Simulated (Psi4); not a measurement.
# BH2O (SMILES B[O]): U-wB97X-D3/STO-6G (density fitting)

Wanted: a structure relaxation of BH2O. 

The calculation is run with Psi4 1.11.

### Step 1. The molecule

The species is BH2O (4 atoms), typed as a doublet with charge 0. SMILES: `B[O]`. The shape was changed from the relaxed one by the stated rule. The run starts from this shape.

Bond lengths: B1–O2 1.281 Å, B1–H4 1.211 Å. Angles: O2–B1–H4 119.9°. A long contact: B1–H3 1.453 Å.

### Step 2. A geometry optimisation at U-wB97X-D3/STO-6G (density fitting)

job.py reads:

```python
import psi4

psi4.set_memory('1600 MB')
psi4.set_num_threads(1)
psi4.set_output_file('output.dat', False)

m = psi4.geometry("""
0 2
B      0.209240     0.105202    -0.048446
O      1.235640    -0.225298     0.643554
H     -1.052600    -0.587700     0.151600
H      0.294240     0.994002    -0.866946
symmetry c1
no_reorient
no_com
""")

options = {'reference': 'uks', 'scf_type': 'df', 'geom_maxiter': 50}
psi4.set_options(options)

E, wfn = psi4.optimize('wb97x-d3/STO-6G', return_wfn=True)
print(f'total energy {E:.8f} hartree = {E * 27.211386:.5f} eV')
print(m.to_string(dtype='xyz', units='Angstrom'))
```

Started as:

```bash
$ python job.py
```

What values should one expect? Wanted: total energy at the end; dipole moment; HOMO energy; LUMO energy; dispersion energy; ⟨S²⟩.

**Answer.** As computed:

Level: U-wB97X-D3/STO-6G (density fitting).

| quantity | value |
| --- | --- |
| total energy at the end | -100.85492 Eh |
| dipole moment | 0.20 D |
| HOMO energy (highest over α and β) | -9.63 eV |
| LUMO energy (lowest over α and β) | 1.11 eV |
| dispersion energy | -0.28 kJ/mol |
| ⟨S²⟩ | 0.758 |

In words: At the final geometry: Bond lengths: B1–O2 1.324 Å, B1–H3 1.173 Å, B1–H4 1.173 Å. Angles: O2–B1–H3 119.0°, O2–B1–H4 119.0°, H3–B1–H4 122.0°. The optimisation took 8 steps and changed the energy by -0.851 eV.
